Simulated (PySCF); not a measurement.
**Bond length, frequency and bond energy of MgCl by level of theory**

State: ²Σ⁺ (doublet), unpaired electrons σ ↑. Set-up: basis Mg x2c-TZVPPall, Cl x2c-TZVPPall; spin-free X2C with a Gaussian nucleus; PySCF 2.14. De refers to Mg + Cl in their high-spin ground configurations, without counterpoise correction. The functionals are run spin-unrestricted. A positive dipole means Mg(−)Cl(+).

```json
{"Level": "UHF", "Re (Å)": "2.215", "ωe (cm⁻¹)": "465", "De (eV)": "2.84", "μ (D)": "-3.46", "CPU s a point (SCF and correlation, without the integrals)": "0.43"}
{"Level": "UHF-MP2", "Re (Å)": "2.212", "ωe (cm⁻¹)": "464", "De (eV)": "3.45", "μ (D)": "n/a", "CPU s a point (SCF and correlation, without the integrals)": "0.79"}
{"Level": "UHF-SCS-MP2", "Re (Å)": "2.215", "ωe (cm⁻¹)": "462", "De (eV)": "3.24", "μ (D)": "n/a", "CPU s a point (SCF and correlation, without the integrals)": "n/a"}
{"Level": "UHF-CCSD", "Re (Å)": "2.212", "ωe (cm⁻¹)": "463", "De (eV)": "3.03", "μ (D)": "n/a", "CPU s a point (SCF and correlation, without the integrals)": "n/a"}
{"Level": "UHF-CCSD(T)", "Re (Å)": "2.213", "ωe (cm⁻¹)": "462", "De (eV)": "3.10", "μ (D)": "n/a", "CPU s a point (SCF and correlation, without the integrals)": "34"}
{"Level": "PBE", "Re (Å)": "2.224", "ωe (cm⁻¹)": "442", "De (eV)": "3.33", "μ (D)": "-3.22", "CPU s a point (SCF and correlation, without the integrals)": "0.91"}
{"Level": "r²SCAN", "Re (Å)": "2.211", "ωe (cm⁻¹)": "458", "De (eV)": "3.59", "μ (D)": "-3.36", "CPU s a point (SCF and correlation, without the integrals)": "1.3"}
{"Level": "M06-L", "Re (Å)": "2.208", "ωe (cm⁻¹)": "454", "De (eV)": "3.43", "μ (D)": "-3.24", "CPU s a point (SCF and correlation, without the integrals)": "1.7"}
{"Level": "TPSSh", "Re (Å)": "2.220", "ωe (cm⁻¹)": "447", "De (eV)": "3.35", "μ (D)": "-3.23", "CPU s a point (SCF and correlation, without the integrals)": "1.6"}
{"Level": "PBE0", "Re (Å)": "2.209", "ωe (cm⁻¹)": "457", "De (eV)": "3.33", "μ (D)": "-3.33", "CPU s a point (SCF and correlation, without the integrals)": "1.5"}
{"Level": "BHandHLYP", "Re (Å)": "2.205", "ωe (cm⁻¹)": "462", "De (eV)": "3.09", "μ (D)": "-3.49", "CPU s a point (SCF and correlation, without the integrals)": "0.87"}
{"Level": "ωB97M-V", "Re (Å)": "2.216", "ωe (cm⁻¹)": "452", "De (eV)": "3.13", "μ (D)": "-3.62", "CPU s a point (SCF and correlation, without the integrals)": "4.9"}
{"Level": "B2PLYP", "Re (Å)": "2.214", "ωe (cm⁻¹)": "456", "De (eV)": "3.19", "μ (D)": "-3.49", "CPU s a point (SCF and correlation, without the integrals)": "1.2"}
```

(1) Which functional lies closest to UHF-CCSD(T) in De, which farthest, and by how much do they differ from it?

(2) What does second-order correlation do here, going from UHF to UHF-MP2?

(3) What does the triples do here, going from UHF-CCSD to UHF-CCSD(T)?

Correlated steps freeze 6 core orbitals. Counting both spins, an empty level lies below a filled one in some of these solutions, because spin and occupation are held. B2PLYP dipoles, levels and charges come from its SCF part alone. The state was picked by a PBE0 search and need not be the measured ground state.

The whole job (state search and all levels along the bond) took about 7.9 min on 1 thread of Arm Neoverse V2 (shared host), peak memory 1.7 GiB.

Answers

(1) Closest is BHandHLYP (-0.8 pm in Re, +0.0 % in ωe, -0.01 eV in De against UHF-CCSD(T) in the same basis), farthest r²SCAN (-0.2 pm in Re, -0.9 % in ωe, +0.49 eV in De). CCSD(T) converges more slowly with the basis than the functionals do and binds too weakly in this one, so the order can change at the basis-set limit.

(2) UHF-MP2 less UHF: -0.3 pm in Re, -0.2 % in ωe, +0.61 eV in De. Correlation nearly always deepens the well. The bond shortens, as in weak, metallic or heavy-atom bonds, where dispersion and the correlation of outer-core electrons pull the atoms together.

(3) UHF-CCSD(T) less UHF-CCSD: +0.1 pm in Re, -0.2 % in ωe, +0.07 eV in De. Correlation nearly always deepens the well. The bond length hardly moves.
